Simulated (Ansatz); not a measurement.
**Al₂H (quartet): the correlation ladder at distance Al1–Al2 = 2.870 Å, 6-31G**

How much of the correlation energy of Al₂H (quartet) does each wave-function method recover here?

Method: 6-31G, core rule «outside noble gas», up to 10 orbitals frozen; program: Ansatz 0.2.0, Gaussian basis.

Plan: UHF; CCSD(T) on ROHF; CCSD(T) on UHF; BCCD(T) on ROHF; CISD; CCSDT(Q) on ROHF; CCSDT(Q) on UHF; CISDTQ; CCSDTQ on ROHF; CCSDTQ on UHF; CASSCF and MRCISD+Q, 5 electrons in 5 orbitals; CASSCF and NEVPT2, 5 electrons in 5 orbitals; CASSCF and MRCISD+Q, 7 electrons in 9 orbitals; CASSCF and NEVPT4(SD), 7 electrons in 9 orbitals; CASSCF and NEVPT2, 7 electrons in 9 orbitals; Full CI.

20 further runs of the same task are left out: 18 that didn't finish, 2 set aside as unsound or not needed.

## 1. The geometry

The geometry derives from a PBE0/def2-TZVP stationary point (not a proven minimum). One bond is set to the value named and the two fragments are kept rigid.

3 atoms, charge 0, spin multiplicity 4.

Atoms are counted from 1 here; the program's logs count them from 0.

Bond lengths: Al1–H3 1.583 Å.

Coordinates:

```xyz
3

Al    0.0000    0.0000    0.4289
Al    0.0000    0.0000   -2.4411
H     0.0000    0.0000    2.0122
```

## 2. UHF

The input, in.yaml:

```yaml
crystal:
  periodic: [false, false, false]
  atoms:
    - {symbol: Al, position_ang: [0.000000, 0.000000, 0.428918]}
    - {symbol: Al, position_ang: [0.000000, 0.000000, -2.441082]}
    - {symbol: H, position_ang: [0.000000, 0.000000, 2.012165]}
basis:
  gaussian: {orbitals: 6-31G}
magnetization: {spin_polarized: true, initial_magnetization: 3}
hamiltonian: {xc: hf}
output: {orbitals: {seedname: orbitals}}
```

Run with:

```
> ansatz run in.yaml --threads 1 --pin off --events-out ev --progress --plain --max-ram 2393MiB
```

After this run come: CCSD(T) on ROHF; CCSD(T) on UHF; BCCD(T) on ROHF; CISD; CCSDT(Q) on ROHF; CCSDT(Q) on UHF; CISDTQ; CCSDTQ on ROHF; CCSDTQ on UHF; CASSCF and MRCISD+Q, 5 electrons in 5 orbitals; CASSCF and NEVPT2, 5 electrons in 5 orbitals; CASSCF and MRCISD+Q, 7 electrons in 9 orbitals; CASSCF and NEVPT4(SD), 7 electrons in 9 orbitals; CASSCF and NEVPT2, 7 electrons in 9 orbitals; Full CI.

Before running them: what should the planned runs give, taken together? Wanted: FCI below the RHF energy; RMP2 from FCI; UMP2 from FCI; RCCSD from FCI; RCCSD(T) from FCI; UCCSD(T) from FCI; RCCSDT(Q) from FCI; UCCSDT(Q) from FCI; NEVPT2 pair from FCI.

**Answer**, as computed:

```
                         quantity                                                                                                                 value
         FCI below the RHF energy                                                                                                            -2.4172 eV
                    RMP2 from FCI                                                                                                       +21.95 kcal/mol
                    UMP2 from FCI                                                                                                       +19.18 kcal/mol
                   RCCSD from FCI                                                                                                        +3.08 kcal/mol
                RCCSD(T) from FCI                                                                                                        +1.36 kcal/mol
                UCCSD(T) from FCI                                                                                                        +1.15 kcal/mol
               RCCSDT(Q) from FCI                                                                                                        +0.19 kcal/mol
               UCCSDT(Q) from FCI                                                                                                        +0.17 kcal/mol
             NEVPT2 pair from FCI                                                                                                       +18.13 kcal/mol
          NEVPT2 valence from FCI                                                                                                        +3.59 kcal/mol
      NEVPT4(SD) valence from FCI                                                                                                        +0.63 kcal/mol
levels within 1 kcal/mol (43 meV)  RCCSDT, UCCSDT, CISDTQ, RCCSDT(Q), UCCSDT(Q), RCCSDTQ, UCCSDTQ, NEVPT4(SD) valence, MRCISD valence, MRCISD+Q valence
                    T1 diagnostic                                                                                                                 0.103
   effectively unpaired electrons                                                                                                                  3.08
```

In words: RCCSD(T) lands +1.36 kcal/mol from the yardstick (2.4 % of the correlation energy). The occupations are near whole numbers, but T1 = 0.103 shows that the orbitals relax strongly. Of the multireference levels listed MRCISD+Q valence comes nearest in total energy (+0.10 kcal/mol), which doesn't show that its space is the better one. Coupled cluster took another determinant than the lowest Hartree-Fock one. These misses are within one basis, not against nature; the frozen cores of restricted and unrestricted runs differ, which can shift their rows.
